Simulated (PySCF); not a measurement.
Job file and geometry (Å, from GFN2-xTB) of an NMR shielding run on `InChI=1S/F2/c1-2`, PySCF, GIAO PBE0/pcSseg-1 NMR shielding, non-relativistic, gas phase; density fitting, a coarse starting grid and PySCF grid level 2 are the driver's defaults:

```
{"job": {"kind": "nmr", "xc": "PBE0", "basis": "pcSseg-1"}, "charge": 0, "multiplicity": 1}
F      0.703071    -0.002836    -0.002908
F     -0.700314     0.004104    -0.011240
```

**Question.** Write the output of this run.

**Answer.** 
```
coarse grid: 2176 points
cycle   1  E = -199.2733417330  dE =  4.592e-02  |g| = 2.409e-01  |ddm| = 1.167e+00
cycle   2  E = -199.2791252370  dE = -5.784e-03  |g| = 1.188e-01  |ddm| = 1.316e-01
cycle   3  E = -199.2809789655  dE = -1.854e-03  |g| = 1.707e-02  |ddm| = 4.820e-02
cycle   4  E = -199.2810127716  dE = -3.381e-05  |g| = 5.114e-03  |ddm| = 9.339e-03
cycle   5  E = -199.2810159863  dE = -3.215e-06  |g| = 4.939e-05  |ddm| = 2.246e-03
final grid: 23208 points
cycle   6  E = -199.3027180860  dE = -4.769e-06  |g| = 5.300e-04  |ddm| = 3.785e-03
cycle   7  E = -199.3027181076  dE = -2.166e-08  |g| = 3.198e-04  |ddm| = 4.238e-04
cycle   8  E = -199.3027181201  dE = -1.247e-08  |g| = 5.742e-05  |ddm| = 1.591e-04
cycle   9  E = -199.3027181205  dE = -4.305e-10  |g| = 2.978e-06  |ddm| = 2.792e-05
converged SCF energy = -199.3027181205

GIAO shielding tensors (ppm)
atom      isotropic    diamagn.    paramagn.     s11        s22        s33       span
  0 F     -220.102     462.225    -682.326   -574.454   -574.453    488.603   1063.057
  1 F     -220.102     462.225    -682.326   -574.454   -574.454    488.603   1063.057
```

**Question.** Turn these shieldings into chemical shifts. References, each an isolated molecule treated in the same way: CFCl3 for ¹⁹F (170.95 ppm).

**Answer.** Averaging equivalent atoms: F 0/1: 391.0 ppm. Unscaled 19F shifts against computed CFCl3 carry errors that often reach 10 to 50 ppm.

Size and cost of the density-fitted run: 34 basis functions, 0.7 s wall time on 1 thread of an x86-64 server CPU, shared host.
